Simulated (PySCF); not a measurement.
Compound: 1,2-difluoroethane, C2H4F2.
Z-matrix (Å and degrees, GFN2-xTB geometry), rows numbered from 1:
```
F 
C   1  1.3702
C   2  1.5220  1  110.91
F   3  1.3703  2  110.83  1    86.31
H   2  1.0940  1  106.72  3  -120.49
H   2  1.0942  1  107.16  3   120.91
H   3  1.0942  2  110.78  1   -32.51
H   3  1.0940  2  110.52  1  -155.56
```

Theory: CAM-B3LYP/def2-SVPD in PySCF (dipole) on a GFN2-xTB geometry, gas phase.

Masses are those of the commonest isotopes; rigid-rotor values at the optimised geometry. The values belong to one conformer with, in the numbering `[F:1][CH2:2][CH2:3][F:4]`, F1–C2–C3–F4 86°.

(1) Give the principal moments of inertia and the rotational constants in GHz.

(2) What kind of rotor is it?

(3) What does the inertial defect say?

(4) Give the coordinates in the principal-axis frame, origin at the centre of mass.

(5) List the rotational levels J(Ka,Kc) to J = 2 (K).

(6) Which types of transition are allowed, and where do some lines up to J = 3 fall?

(7) Estimate the classical rotational partition function at 10 K, 298.15 K and 500 K.

Answers

(1) Ia = 26.08, Ib = 109.83, Ic = 118.99 u·Å²; 505379 MHz·u·Å²/I gives 19378, 4602 and 4247 MHz, that is A = 19.378, B = 4.6016, C = 4.2472 GHz.

(2) A near-prolate asymmetric top; Ray's κ = -0.953.

(3) Not planar: Δ = Ic − Ia − Ib = -16.92 u·Å². For a rigid frame Δ = −2 Σ m c², so Σ m c² = 8.46 u·Å² lies off the ab plane: 4.29 from hydrogen and 4.17 from heavier atoms. The atom farthest from that plane is 1.43 Å away.

(4) The sense of each axis is arbitrary; atoms in the order of the calculation.
| atom | mass (u) | a (Å) | b (Å) | c (Å) |
| --- | --- | --- | --- | --- |
| F1 | 18.998 | 1.519 | 0.418 | 0.141 |
| C2 | 12.000 | 0.660 | -0.515 | -0.378 |
| C3 | 12.000 | -0.661 | -0.516 | 0.377 |
| F4 | 18.998 | -1.519 | 0.419 | -0.140 |
| H5 | 1.008 | 1.157 | -1.486 | -0.285 |
| H6 | 1.008 | 0.504 | -0.260 | -1.430 |
| H7 | 1.008 | -0.506 | -0.264 | 1.431 |
| H8 | 1.008 | -1.157 | -1.486 | 0.281 |

(5) Above 0(0,0), as E/k:
J = 1: 1(0,1) 0.425, 1(1,1) 1.134, 1(1,0) 1.151
J = 2: 2(0,2) 1.274, 2(1,2) 1.966, 2(1,1) 2.017, 2(2,1) 4.145, 2(2,0) 4.145
The levels of one J sum to (2J + 1)J(J + 1)(A + B + C)/3.

(6) The dipole components are |μa| = 0.00 D, |μb| = 2.48 D, |μc| = 0.00 D; the symmetry axis of this C2 structure is b, so μa and μc vanish by symmetry and there are no a-type or c-type lines. Some lines, for components of 0.1 D or more:

| type | branch | J(Ka,Kc) | MHz | lower level (cm⁻¹) |
| --- | --- | --- | --- | --- |
| b | R | 1(1,1) ← 0(0,0) | 23625 | 0.000 |
| b | R | 3(1,3) ← 2(0,2) | 40439 | 0.885 |
| b | Q | 3(2,1) ← 3(1,2) | 43832 | 2.305 |
| b | Q | 2(2,1) ← 2(1,2) | 45391 | 1.367 |
| b | Q | 3(2,2) ← 3(1,3) | 45926 | 2.234 |
| b | R | 2(2,1) ← 1(1,0) | 62380 | 0.800 |
| b | R | 3(2,1) ← 2(1,2) | 71969 | 1.367 |
| b | Q | 3(3,0) ← 3(2,1) | 74738 | 3.767 |
| b | R | 3(3,1) ← 2(2,0) | 101310 | 2.881 |
| b | R | 3(3,0) ← 2(2,1) | 101316 | 2.881 |

(7) Point group C2, symmetry number σ = 2; q = (√π/σ)·√((kT/h)³/(ABC)), k/h = 20836.6 MHz/K: 137 at 10 K, 22300 at 298.15 K, 48400 at 500 K.

Stationary, but not proved a minimum. No vibrational averaging or centrifugal distortion is included, and the geometry carries the error of its method.
